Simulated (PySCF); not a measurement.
Species: C₃H₆O₂S.
Atom-mapped SMILES: `[CH2:1]=[CH:2][S:3]([CH3:4])(=[O:5])=[O:6]` (hydrogens: H7, H8 on C1; H9 on C2; H10, H11, H12 on C4)

Structure used (PBE0-D3(BJ)/def2-SVP), in Å, numbered top down from 1:
```
atom  x, y, z in Å
C1     1.9776   -0.0791    0.7533
C2     1.0901    0.1906   -0.1978
S3    -0.5511    0.6979    0.2604
C4    -1.5877   -0.6312   -0.3249
O5    -0.6357    0.7109    1.7188
O6    -0.8670    1.8854   -0.5266
H7     3.0143   -0.3290    0.5119
H8     1.6758   -0.0375    1.8047
H9     1.2958    0.2039   -1.2721
H10   -1.4724   -0.7343   -1.4113
H11   -1.3260   -1.5551    0.2057
H12   -2.6137   -0.3225   -0.0808
```

Computed, not measured: core-valence-separated Tamm–Dancoff BHandHLYP/aug-pcX-1 (pcseg-1 on H, def2-SVPD on S) in PySCF, non-relativistic, gas phase, PBE0-D3(BJ)/def2-SVP geometry. Absolute energies from this functional tend to lie a few eV below measured edges; no shift was applied.

Task: What does the O 1s absorption edge look like?

Result: 
```tsv
E (eV)	f	core hole on	main final orbital
531.50	0.0233	O6	LUMO (67 %)
531.76	0.0214	O5	LUMO (57 %)
532.70	0.0193	O5	LUMO (30 %)
533.00	0.0198	O6	spread
533.20	0.0247	O6	spread
533.48	0.0230	O5	spread
533.67	0.0117	O6	LUMO+1 (30 %)
533.83	0.0113	O5	spread
533.99	0.0165	O5	spread
534.30	0.0102	O6	spread
```

The first line with a tenth or more of the strongest one's intensity is at 531.50 eV (f = 0.023), with the hole on O6 (sulfonyl oxygen). The strongest listed is at 533.20 eV (f = 0.025; O6).

Task: List the carbon K-edge absorption lines.

Result: 
```json
{"E (eV)": "282.12", "f": "0.0659", "core hole on": "C1", "main final orbital": "LUMO (85 %)", "polarisation": "normal to the local trigonal plane"}
{"E (eV)": "282.87", "f": "0.0533", "core hole on": "C2", "main final orbital": "LUMO (87 %)", "polarisation": "normal to the local trigonal plane"}
{"E (eV)": "285.83", "f": "0.0403", "core hole on": "C4", "main final orbital": "LUMO (40 %)", "polarisation": "–"}
{"E (eV)": "286.41", "f": "0.0064", "core hole on": "C4", "main final orbital": "LUMO+1 (51 %)", "polarisation": "–"}
{"E (eV)": "286.49", "f": "0.0050", "core hole on": "C1", "main final orbital": "LUMO+2 (40 %)", "polarisation": "in the local trigonal plane"}
{"E (eV)": "286.52", "f": "0.0469", "core hole on": "C2", "main final orbital": "spread", "polarisation": "in the local trigonal plane"}
{"E (eV)": "286.78", "f": "0.0134", "core hole on": "C4", "main final orbital": "spread", "polarisation": "–"}
{"E (eV)": "286.87", "f": "0.0229", "core hole on": "C2", "main final orbital": "spread", "polarisation": "in the local trigonal plane"}
{"E (eV)": "287.06", "f": "0.0330", "core hole on": "C4", "main final orbital": "spread", "polarisation": "–"}
{"E (eV)": "287.28", "f": "0.0218", "core hole on": "C1", "main final orbital": "LUMO+3 (46 %)", "polarisation": "in the local trigonal plane"}
{"E (eV)": "287.34", "f": "0.0292", "core hole on": "C4", "main final orbital": "LUMO+4 (41 %)", "polarisation": "–"}
{"E (eV)": "287.82", "f": "0.0027", "core hole on": "C1", "main final orbital": "LUMO+1 (44 %)", "polarisation": "mixed"}
{"E (eV)": "287.95", "f": "0.0019", "core hole on": "C2", "main final orbital": "LUMO+2 (41 %)", "polarisation": "in the local trigonal plane"}
{"E (eV)": "288.10", "f": "0.0023", "core hole on": "C2", "main final orbital": "spread", "polarisation": "mixed"}
{"E (eV)": "288.20", "f": "0.0063", "core hole on": "C1", "main final orbital": "LUMO+7 (32 %)", "polarisation": "mixed"}
```

The first line with a tenth or more of the strongest one's intensity is at 282.12 eV (f = 0.066), with the hole on C1 (terminal =CH2 carbon), polarised normal to the local trigonal plane: a 1s→π* resonance. It is also the strongest listed.

Roots within 0.03 eV whose holes lie on the same, on equivalent or on shared atoms are summed into one line, and the highest roots are left out, as the search may have cut off their partners. Final orbitals are the ground state's empty Kohn–Sham orbitals. A dash: too weak, shared between unlike atoms, or no plane or axis to refer to.

Task: What length of transition dipole belongs to the line at 534.30 eV?

Result: From f = (2/3) ΔE |μ|² in atomic units, with ΔE = 19.635 Eh and f = 0.0102: |μ| = 0.028 au = 0.07 D.

The list ends where the root search ended, not at a threshold.

One conformer stands for the species.
